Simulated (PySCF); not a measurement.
A made-up structure of NaAlHCl, singlet:

```json
{"atom": "Na1", "x (Å)": "-1.8802", "y (Å)": "-0.2781", "z (Å)": "-0.0050"}
{"atom": "Al2", "x (Å)": "0.0998", "y (Å)": "0.2076", "z (Å)": "-0.1609"}
{"atom": "Cl3", "x (Å)": "1.0090", "y (Å)": "-1.2166", "z (Å)": "1.1441"}
{"atom": "H4", "x (Å)": "0.7714", "y (Å)": "1.2871", "z (Å)": "-0.9781"}
```

It is relaxed with PBE-D4/def2-SVP and then PBE0-D4/def2-TZVP (PySCF 2.14 with density fitting (its default auxiliary sets; JK sets also for MP2 and CCSD(T))). Atoms count as bonded within 1.22 times the sum of their covalent radii (H–H: 0.88 Å). The end point is not checked to be a true minimum.

**Question.** Does its bonding change? (A judgement: the text doesn't fix the answer.)

**Answer.** By the calculation: Yes. Formed: none; broken: Na1–Cl3.

Where it ends: The first stage lowers the energy by 2.32 eV in 8 steps. It ends as NaAlHCl ([Na][AlH][Cl]):
```xyz
4
angstrom
Na -2.6167 -0.6531 0.2194
Al 0.1100 0.2104 -0.1613
Cl 1.6010 -0.8951 0.9499
H 0.9025 1.3368 -1.0040
```

Labels in which every atom is bracketed show which atoms are joined, not bond orders.

For scale, one of the runs: PBE0-D4/def2-TZVP relaxation, 112 basis functions, launched by `OMP_NUM_THREADS=2 python run.py`. Time: 42 s of wall clock on 2 CPU threads of an Arm Neoverse V1; the host was shared. Peak host memory: 1.1 GiB.
